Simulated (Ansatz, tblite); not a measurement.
Spin states of SiC₂ (the lowest singlet isomer of a short search), each relaxed with PBE-D4/def2-TZVP in Ansatz. Electronic energies in the gas phase.

The xTB rows come from tblite. LC-ωPBE has ω = 0.4 bohr⁻¹. Correlated methods freeze 7 core orbitals. In CCSD on the charge 0 triplet the largest single amplitude is 0.28, so its Hartree–Fock determinant may place the open shell otherwise than the density functionals do. The structure comes from a short search, and lower isomers may exist.

Singlet geometry (C2v within 0.1 Å):

```xyz
3

Si   -0.248   -0.787   -0.813
C    -0.364    0.183    0.758
C     0.611    0.604    0.055
```

Triplet geometry (C2v within 0.1 Å):

```xyz
3

Si   -0.4584   -1.0825    0.0437
C    -0.1182    0.7100    0.5143
C     0.5766    0.3725   -0.5580
```

Quintet geometry (C2v within 0.1 Å):

```tsv
atom	x (Å)	y (Å)	z (Å)
Si1	-0.0416	1.1653	-0.3609
C2	-0.4700	-0.4651	0.6166
C3	0.5116	-0.7002	-0.2557
```

⟨S²⟩: triplet 2.01 at PBE0-D4/def2-TZVP (pure 2.00), quintet 6.01 at PBE0-D4/def2-TZVP (pure 6.00).

Run but left out: HF/def2-TZVP, HF/def2-TZVPP (singlet: restricted singlet, unstable towards broken spin symmetry); MP2/def2-TZVP, MP2/def2-TZVPP (triplet: a determinant that CCSD turns far, T1 0.067).

Only these spin states were relaxed.

Question: Estimate which spin state lies lowest at each of these levels, and by how much: GFN1-xTB; GFN2-xTB; PBE-D4/def2-TZVP; r2SCAN-D4/def2-TZVP; r2SCANh-D4/def2-TZVP; PBE0-D4/def2-TZVP; r2SCAN0-D4/def2-TZVP; LC-ωPBE/def2-TZVP; ωB97X-V/def2-TZVP; RPA@PBE/def2-TZVP; CCSD/def2-TZVPP; CCSD(T)/def2-TZVPP.

Answer: 
```csv
level,triplet − singlet (kJ/mol),quintet − singlet (kJ/mol),lowest of these,remarks
GFN1-xTB,136.0,516.9,singlet,–
GFN2-xTB,90.9,389.8,singlet,–
PBE-D4/def2-TZVP,142.3,427.4,singlet,–
r2SCAN-D4/def2-TZVP,133.0,395.3,singlet,–
r2SCANh-D4/def2-TZVP,136.0,397.4,singlet,–
PBE0-D4/def2-TZVP,150.4,428.1,singlet,–
r2SCAN0-D4/def2-TZVP,139.6,400.7,singlet,–
LC-ωPBE/def2-TZVP,168.2,440.1,singlet,–
ωB97X-V/def2-TZVP,181.4,487.3,singlet,–
RPA@PBE/def2-TZVP,163.8,452.7,singlet,–
CCSD/def2-TZVPP,173.7,450.9,singlet,"large T1 (0.021) (singlet), large T1 (0.067) (triplet), restricted SCF unstable (singlet)"
CCSD(T)/def2-TZVPP,172.0,451.6,singlet,"large T1 (0.021) (singlet), large T1 (0.067) (triplet), restricted SCF unstable (singlet)"
```

Change of the quintet − singlet gap on mixing in exact exchange, in kJ/mol: PBE to PBE0 (25 % exact exchange) 0.6; r2SCAN to r2SCANh (10 % exact exchange) 2.2; r2SCAN to r2SCAN0 (25 % exact exchange) 5.4. The xTB methods have no spin-polarisation term.
